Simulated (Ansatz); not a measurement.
Ansatz (a quantum-chemistry and plane-wave program) input:
A basis named .json is the Basis Set Exchange file of that set.

Ansatz 0.2 input:
```yaml
crystal:
  periodic: [false, false, false]
  atoms:
    - {symbol: C, position_ang: [-0.03415619, 1.19399997, -0.12080902]}
    - {symbol: S, position_ang: [-0.02347166, -0.61225806, 0.14914978]}
    - {symbol: H, position_ang: [1.25486952, -0.89535581, -0.19243828]}
    - {symbol: H, position_ang: [-1.07686297, 1.49906130, -0.05446919]}
    - {symbol: H, position_ang: [0.53441517, 1.62178100, 0.70286010]}
    - {symbol: H, position_ang: [0.40044527, 1.43812083, -1.08501611]}
    - {symbol: H, position_ang: [-0.53238339, -1.03147827, -1.03247883]}
basis:
  gaussian:
    orbitals: cc-pV_Q+d_Z.json
    fitting: {mean_field: def2-universal-jkfit, correlation: cc-pVQZ-RIFIT.json}
total_charge: 1
magnetization: {spin_polarized: false}
correlation: {method: mp2, electrons: outside_noble_gas}
```

**Question.** Predict the final energy.

**Answer.** -438.45773 Eh (RI-MP2/cc-pV(Q+d)Z). The basis has 269 functions.

It need not be the lowest isomer of its formula.
